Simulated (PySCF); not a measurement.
Mapped SMILES: `[CH3:1][CH:2]=[C:3]=[O:4]` (H(Xn): hydrogen on atom n).

Theory: J: B3LYP/pcJ-1, σ from GIAO-HF/pcSseg-2, geometry from PBE0-D3(BJ)/def2-SVP, in PySCF 2.14.0 with density-fitted response routines (averaged over atoms made equivalent by symmetry, fast rotation or ring inversion, one conformer, non-relativistic, gas phase).

Q: Predict the 2D correlation tables (HSQC, COSY, HMBC).

A: 

HSQC (one-bond C–H):
```
          δH         δC  1J(C,H) (Hz)
2.86 (H(C2))  13.9 (C2)           179
1.67 (H(C1))   5.5 (C1)           138
```

COSY cross peaks (|J| ≥ 2 Hz):
```
          δH            δH  abs. J (Hz)  bonds
2.86 (H(C2))  1.67 (H(C1))          8.5      3
```

HMBC (two and three bonds, |J| ≥ 2.5 Hz):
```
          δH                  δC [abs. J in Hz]
1.67 (H(C1))  210.3 (C3) [6.2], 13.9 (C2) [5.8]
```

Chemical shifts δ = σref − σ; 1H, 13C vs TMS, all at this level.

Unscaled 3J(H,H) at this level run about 10 % above measured values. Shifts are as computed, not scaled to solution data. Of 1211 compounds with measured shifts, 218 miss one by over three times the rms of a fit or turn the order of signals round; such compounds aren't used in these exercises.
